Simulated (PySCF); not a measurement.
Homolysis of single bonds, series cyclopropyl-X. Isolated molecules, 0 K electronic values unless said otherwise. One relaxed conformer stands for each flexible species; it need not be the lowest. Strings in code marks are SMILES.

A: radical fragment (`[CH2]C`)
B: whole molecule (`[C-]#[N+]C1CC1`)
C: radical fragment (`C[O]`)
D: radical fragment (`[O]C1CC1`)
E: radical fragment (`C=[CH]`)
F: whole molecule (`[SiH3]C1CC1`)

Q: Rank these by dipole moment (lowest first), as TPSSh-D3(BJ)/def2-TZVP (PySCF) gives it.

A: A (0.30 D), E (0.70 D), F (0.96 D), C (2.03 D), D (2.99 D), B (4.12 D)
